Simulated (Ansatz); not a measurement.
Computed with Ansatz.

A structure relaxed at PBE0-D4/def2-TZVP, charge 0, multiplicity 1:

```xyz
18

C    -0.350   -1.266   -0.854
C    -0.048    0.050   -0.146
C     0.171    1.158   -1.171
C    -1.208    0.424    0.771
C     1.239   -0.087    0.672
O     1.195   -1.086    1.667
H     0.447   -1.521   -1.559
H    -0.435   -2.083   -0.135
H    -1.286   -1.200   -1.415
H     0.377    2.116   -0.684
H    -0.715    1.286   -1.798
H     1.013    0.925   -1.828
H    -0.997    1.346    1.323
H    -1.424   -0.370    1.492
H    -2.122    0.586    0.193
H     1.491    0.890    1.110
H     2.060   -0.367    0.006
H     0.592   -0.800    2.357
```

**Question.** Give its formula and SMILES.

**Answer.** C5H12O, `CC(C)(C)CO`.

**Question.** Point group (tolerance 0.08 Å, 0.16 Å for H)?

**Answer.** C1.

**Question.** Summarise the bond lengths by kind.

**Answer.** 4 × C–C 1.524 to 1.531 Å; 11 × C–H 1.092 to 1.100 Å; 1 × C–O 1.411 Å; 1 × H–O 0.960 Å.
